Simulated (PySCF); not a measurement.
**Molecular orbitals of NH⁺**

PW91 at R = 1.101 Å; basis H def2-TZVP, N def2-TZVP; no relativity; PySCF 2.14. State: ⁴Σ⁻ (quartet), unpaired electrons σ ↑, π ↑↑. Only the outer orbitals are listed, counted within each symmetry.

| spin | orbital | occ. | ε (eV) | on H (%) | main shells (%) |
| --- | --- | --- | --- | --- | --- |
| α | 2σ | 1 | -33.24 | 11 | 88 N s, 10 H s |
| α | 3σ | 1 | -23.54 | 21 | 72 N p, 20 H s |
| α | 1π | 1 | -20.19 | 1 | 99 N p |
| α | 1π | 1 | -20.19 | 1 | 99 N p |
| α | 4σ | 0 | -9.04 | 99 | 97 H s, 9 N p |
| α | 5σ | 0 | -2.42 | 31 | 61 N s, 31 H s |
| α | 2π | 0 | -0.81 | 0 | 99 N p |
| β | 2σ | 1 | -29.13 | 17 | 75 N s, 16 H s |
| β | 3σ | 0 | -18.52 | 20 | 57 N p, 22 N s, 20 H s |
| β | 1π | 0 | -15.06 | 1 | 99 N p |
| β | 1π | 0 | -15.06 | 1 | 99 N p |

Question: Which are the highest filled and the lowest empty level, where do they sit, and how wide is the gap?

Answer: Highest filled α 1π at -20.19 eV (in %: 99 N p); lowest empty β 3σ at -18.52 eV (in %: 57 N p, 22 N s, 20 H s); the gap at PW91 is 1.67 eV.

* bond order (Mayer): 0.73
* ⟨S²⟩: 3.751
* charge on H (Mulliken, basis-dependent): 0.50
* charge on H (Löwdin, basis-dependent): 0.34
* dipole moment (positive dipole points towards N; it is taken about the centre of mass and depends on that origin): -1.76 D

The state is the lowest determinant that a PBE0 search found; another state may lie lower at other levels.
